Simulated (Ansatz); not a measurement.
C3H7NO, SMILES NCC=CO, a ranking of conformers

Computed with Ansatz 0.2.0 through its Python package.

`c3h7no_conformers.py`:
```python
"""Rank force-field conformers of C3H7NO by single points."""

import ansatz as az
from rdkit import Chem
from rdkit.Chem import AllChem


def main() -> None:
    rd = Chem.AddHs(Chem.MolFromSmiles("NCC=CO"))
    ids = list(AllChem.EmbedMultipleConfs(rd, numConfs=20, randomSeed=72, pruneRmsThresh=0.4))
    field = [energy for _, energy in AllChem.MMFFOptimizeMoleculeConfs(rd)]
    distinct = {round(e, 2): i for i, e in zip(ids, field)}
    chosen = sorted(distinct.items())[:4]
    found = []
    for force_field, index in chosen:
        system = az.Crystal.molecule()
        for atom, xyz in zip(rd.GetAtoms(), rd.GetConformer(index).GetPositions()):
            system = system.atom(atom.GetSymbol(), xyz.round(5).tolist())
        calculation = system.calculation().basis(gaussian="cc-pVDZ").functional("pbe")
        found.append(calculation.run(threads=1, backend="cpu").report["free_energy_ev"])
    print("conformer   MMFF (kcal/mol)   this level (kcal/mol)")
    for (force_field, index), e in zip(chosen, found):
        print(f"{index:9d} {force_field - chosen[0][0]:17.2f} {23.060548 * (e - min(found)):17.3f}")


if __name__ == "__main__":
    main()
```

Running `python c3h7no_conformers.py` prints:
```text
conformer   MMFF (kcal/mol)   this level (kcal/mol)
        2              0.00             0.000
        1              0.68             1.649
        3              0.69             0.734
        4              2.14             0.610
```

The conformers keep their force-field geometries. Run time: 11 s on 1 thread of Arm Neoverse V1, on a shared host, peak memory 0.26 GiB.

(Lines on the test bed's own set-up are left out of the output.)
